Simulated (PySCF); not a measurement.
H3Si, SMILES [SiH3] (connectivity only; charge and spin as stated), charge +1, multiplicity 1. Atoms are numbered in the order given.

```xyz
4

Si     0.0000     0.0000     0.0000
H     -1.4677     0.0000     0.0000
H      0.7338     1.2711     0.0000
H      0.7338    -1.2711     0.0000
```
Charge +1, spin multiplicity 1.

Geometry: B3LYP-D3(BJ)/def2-TZVPD. The spin state was assumed, not searched. The isomer is the one that the SMILES or the coordinates give; other isomers of the formula were not compared.

The numbers are results of TDA-PBE/def2-TZVPD (PySCF), not measurements.

Vertical excitations; the highest root listed may be one member of a degenerate set. The molecule is in vacuum. State labels are in the subgroup C2v.

Problem. Estimate the UV-visible absorptions. (An estimate is asked for; the answer gives what the named calculation found.)

Solution. 
| state | symmetry | energy (eV) | λ (nm) | f | main pairs |
|---|---|---|---|---|---|
| S1 | A2 | 5.29 | 234 | 0.000 | HOMO−1→LUMO (degenerate set) |
| S2 | B2 | 5.29 | 234 | 0.000 | HOMO→LUMO (degenerate set) |
| S3 | B1 | 9.85 | 126 | 0.033 | HOMO−1→LUMO+1, HOMO−1→LUMO+2, HOMO→LUMO+3 (degenerate set) |
| S4 | A1 | 9.85 | 126 | 0.033 | HOMO→LUMO+1, HOMO→LUMO+2, HOMO−1→LUMO+3 (degenerate set) |
| S5 | B1 | 10.35 | 120 | 0.000 | HOMO→LUMO+3 50 %, HOMO−1→LUMO+2 50 % |
| S6 | B2 | 10.63 | 117 | 0.085 | HOMO−2→LUMO 81 % |
| S7 | A1 | 10.63 | 117 | 0.000 | HOMO−1→LUMO+3 48 %, HOMO→LUMO+2 48 % |
| S8 | B1 | 11.80 | 105 | 0.544 | HOMO−1→LUMO+4 (degenerate set) |
| S9 | A1 | 11.80 | 105 | 0.544 | HOMO→LUMO+4 (degenerate set) |
| S10 | B2 | 12.43 | 100 | 0.000 | HOMO−1→LUMO+6 50 %, HOMO→LUMO+5 50 % |
| T1 | B2 | 4.59 | 270 | 0 | HOMO→LUMO (degenerate set) |
| T2 | A2 | 4.59 | 270 | 0 | HOMO−1→LUMO (degenerate set) |
| T3 | B1 | 8.38 | 148 | 0 | HOMO−1→LUMO+1 (degenerate set) |
| T4 | A1 | 8.38 | 148 | 0 | HOMO→LUMO+1 (degenerate set) |
Triplets are in the Tamm–Dancoff approximation.
